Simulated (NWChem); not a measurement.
System meant: disulfur (S$_{2}$, triplet); SMILES S=S

The following NWChem deck was run.

```
start job
memory heap 200 mb stack 900 mb global 1100 mb
geometry units angstroms noautoz
  S      0.000000     0.000000     0.963385
  S      0.000000     0.000000    -0.963385
end
basis spherical
  S library def2-svp
end
dft
  odft
  mult 3
  xc xpbe96 cpbe96
  iterations 4
  mulliken
end
task dft energy
```

End of the output:

```
     --------------------------
     Expectation value of S2:
     --------------------------
      <S2> =      2.0019 (Exact =     2.0000)

 center of mass
 --------------
 x =   0.00000000 y =   0.00000000 z =   0.00000000

 moments of inertia (a.u.)
 ------------------
         211.932803150525           0.000000000000           0.000000000000
           0.000000000000         211.932803150525           0.000000000000
           0.000000000000           0.000000000000           0.000000000000

     Multipole analysis of the density
     ---------------------------------

     L   x y z        total         alpha         beta         nuclear
     -   - - -        -----         -----         ----         -------
     0   0 0 0     -0.000000    -17.000000    -15.000000     32.000000

     1   1 0 0     -0.000000     -0.000000     -0.000000      0.000000
     1   0 1 0     -0.000000     -0.000000      0.000000      0.000000
     1   0 0 1     -0.000000     -0.000000     -0.000000      0.000000

     2   2 0 0    -18.889103    -11.262096     -7.627007      0.000000
     2   1 1 0      0.000000      0.000000     -0.000000      0.000000
     2   1 0 1     -0.000000     -0.000000      0.000000      0.000000
     2   0 2 0    -18.889103    -11.262096     -7.627007      0.000000
     2   0 1 1      0.000000      0.000000      0.000000      0.000000
     2   0 0 2    -17.905509    -67.200506    -56.763974    106.058971

 ------------------------------------------------------------------------
 dft energy failed                                                                                  0
 ------------------------------------------------------------------------
 ------------------------------------------------------------------------
  current input line :
    17: task dft energy
 ------------------------------------------------------------------------
 ------------------------------------------------------------------------
 This type of error is most commonly associated with calculations not reaching convergence criteria
 ------------------------------------------------------------------------
 For more information see the NWChem manual at https://nwchemgit.github.io

0:dft energy failed:Received an Error in Communication
```

Q: Can this run be used? If not, why, and what is the fix?

A: The run did not converge; its last values are not results. Cause: the SCF was allowed too few iterations. This input runs:
```
start job
memory heap 200 mb stack 900 mb global 1100 mb
geometry units angstroms noautoz
  S      0.000000     0.000000     0.963385
  S      0.000000     0.000000    -0.963385
end
basis spherical
  * library def2-svp
end
dft
  odft
  mult 3
  xc xpbe96 cpbe96
  iterations 150
  mulliken
end
task dft energy
```
It converges to -795.77869 Ha (PBE/def2-SVP, spin-unrestricted).
